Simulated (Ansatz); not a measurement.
**Worked example: correlation energy of [Cl···H···N], quartet**

Geometry: a point of a hydrogen-transfer path between rigid fragments, not a stationary point.

```xyz
3

Cl    0.0000    0.0000   -1.3193
H     0.0000    0.0000    0.0047
N     0.0000    0.0000    1.3147
```

Basis 6-31G; Ansatz 0.2.0. Only valence electrons are correlated (noble-gas cores frozen), which leaves 13 electrons in 18 orbitals. R marks a restricted (for open shells ROHF) determinant, U an unrestricted one.

Full CI is exact within this basis and frozen core; it isn't the basis-set limit. The frozen core follows each run's orbitals, which can shift R against U totals by a few meV.

Runs differ by some tens of microhartree through their thresholds and, for an open shell, their frozen cores, so steps under 0.1 kcal/mol mean nothing.

| level | total energy (hartree) |
| --- | --- |
| UHF | -514.380607 |
| UMP2 | -514.461395 |
| UCCSD | -514.479525 |
| UCCSD(T) | -514.480791 |
| UCCSDT | -514.481109 |
| UCCSDT(Q) | -514.481167 |
| UCCSDTQ | -514.481168 |
| full CI | -514.481095 |

Task: What is the correlation energy at full CI, and what share of it do UMP2 and UCCSD recover?

Result: E(corr) = -514.481095 − (-514.380607) = -0.100488 hartree = -2.734 eV. UMP2: -0.080788 / -0.100488 = 80.40 %. UCCSD: -0.098918 / -0.100488 = 98.44 %.

Task: By how many kcal/mol does UCCSD(T) miss full CI (1 hartree = 627.509 kcal/mol), and which steps make up the rest?

Result: -514.480791 − (-514.481095) = 0.000304 hartree = 0.19 kcal/mol. Steps: UCCSDT − UCCSD(T) = -0.20, UCCSDT(Q) − UCCSDT = -0.04, UCCSDTQ − UCCSDT(Q) = 0.00, full CI − UCCSDTQ = 0.05 kcal/mol. That is within 1 kcal/mol of the reference in this basis, which itself misses far more of the correlation at the basis-set limit.
